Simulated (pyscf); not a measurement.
9 group-13 steps of one kind (four-centre exchange, closed-shell): reaction energy in eV, from the separated reactants or the lowest minimum found. Single points on ωB97X-D3(BJ)/def2-SVP structures (PySCF, gas phase). Functionals in def2-TZVP; the last column is ωB97M-D3(BJ)/def2-TZVP. Rows were drawn at random from the steps of this kind and element class whose saddle was verified and whose references are stable.

```
step                                              PBE  r²SCAN  M06-2X  ωB97M-D3(BJ)
----------------------------------------------  -----  ------  ------  ------------
H₂P–GaH–PH₂ + SiH₄ -> H₃Si–PH–GaH–PH₂ + H₂      -0.13   -0.16   -0.14         -0.06
H₂As–AsH₂ + GaH₃ → H₂Ga–AsH–AsH₂ + H₂           -0.68   -0.71   -0.77         -0.55
H₂As–GaH–AsH₂ + AsH₃ → H₂As–Ga(AsH₂)–AsH₂ + H₂  -0.50   -0.53   -0.59         -0.43
H₂B–O–SnH₃ + HCl → Cl–SnH₃ + H₂B–OH             -0.74   -0.74   -0.73         -0.74
H₂Al–AsH₂ + AsH₃ → H₂As–AlH–AsH₂ + H₂           -0.50   -0.52   -0.56         -0.41
H₂B–CH(CH₃)–CH₃ + H₂ → H₃C–CH₂–CH₃ + BH₃        -0.16   -0.16   -0.18         -0.20
H₃C–Al(NH₂)–NH₂ + H₂ -> H₂N–AlH–NH₂ + CH₄       -0.28   -0.26   -0.18         -0.29
H₂N–BH–NH₂ + HCl → H₂N–B(NH₂)–Cl + H₂           -0.67   -0.75   -0.75         -0.68
H₃C–Al(OH)–OH + BH₃ -> H₂B–CH₂–Al(OH)–OH + H₂   -0.39   -0.39   -0.31         -0.29
```

Differences from the last column (eV): PBE: mean -0.05, median -0.07, mean size 0.06, lower in 5 of 9; r²SCAN: mean -0.06, median -0.10, mean size 0.08, lower in 6 of 9; M06-2X: mean -0.06, median -0.07, mean size 0.10, lower in 6 of 9. PBE is closest for row 4 (0.00 eV apart) and farthest for row 2 (0.13 eV). PBE, r²SCAN and M06-2X carry no added dispersion term. The last column is a level with limits of its own. Elements up to Kr have no core potential and no relativistic terms here. Elements past Kr carry the def2 core potentials, without spin-orbit coupling.
